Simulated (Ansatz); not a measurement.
in.yaml

```yaml
crystal:
  periodic: [false, false, false]
  atoms:
    - {symbol: B, position_ang: [0.000000, -0.020713, 4.036340]}
    - {symbol: Al, position_ang: [0.000000, 0.610091, -1.487760]}
    - {symbol: H, position_ang: [0.000000, -0.589379, -2.548579]}
basis:
  gaussian: {orbitals: 6-31G}
magnetization: {spin_polarized: false, initial_magnetization: 1}
correlation: {method: ccsdtq, electrons: outside_noble_gas}
```

```sh
$ ansatz run in.yaml --threads 1 --pin off --events-out ev --progress --plain --max-ram 2393MiB
```

Log:

```
483 factors; integrals over basis functions are off by at most 1.7e-7 eV
mean field evaluation 1: about -7257.9860 eV, gradient 1.1e1 eV
mean field evaluation 2: about -7257.9881 eV, gradient 1.1e1 eV
mean field evaluation 4: about -7263.7333 eV, gradient 4.6e0 eV
mean field evaluation 8: about -7263.9327 eV, gradient 5.7e-1 eV
mean field evaluation 16: about -7263.9352 eV, gradient 1.4e-2 eV
mean field evaluation 32: about -7263.9420 eV, gradient 7.5e-6 eV
mean field evaluation 64: about -7263.2990 eV, gradient 5.9e0 eV
mean field evaluation 96: about -7263.9346 eV, gradient 9.6e-2 eV
mean field evaluation 128: about -7263.9267 eV, gradient 3.6e-1 eV
mean field evaluation 160: about -7263.9236 eV, gradient 4.3e-4 eV
...
cycle  86  -2.40896084 eV  change   2.3e-10 eV  update   2.0e-5
cycle  87  -2.40896084 eV  change   2.0e-10 eV  update   1.3e-5
cycle  88  -2.40896084 eV  change   1.8e-10 eV  update   4.6e-6
cycle  89  -2.40896084 eV  change   6.0e-11 eV  update   6.8e-6
cycle  90  -2.40896084 eV  change   3.7e-11 eV  update   9.7e-7
cycle  91  -2.40896084 eV  change   2.8e-11 eV  update   4.0e-6
cycle  92  -2.40896084 eV  change   2.4e-11 eV  update   5.7e-6
cycle  93  -2.40896084 eV  change   4.2e-11 eV  update   2.9e-6
cycle  94  -2.40896084 eV  change   5.0e-11 eV  update   5.4e-6
cycle  95  -2.40896084 eV  change   3.1e-11 eV  update   7.0e-7
Total energy: -7266.35100180 eV, -267.0334740067 hartree
```

For the same geometry and basis full CI lies 0.0 meV higher.

Ran on 1 thread of Arm Neoverse V1, shared host: 68 s wall, 0.16 GiB peak host memory.
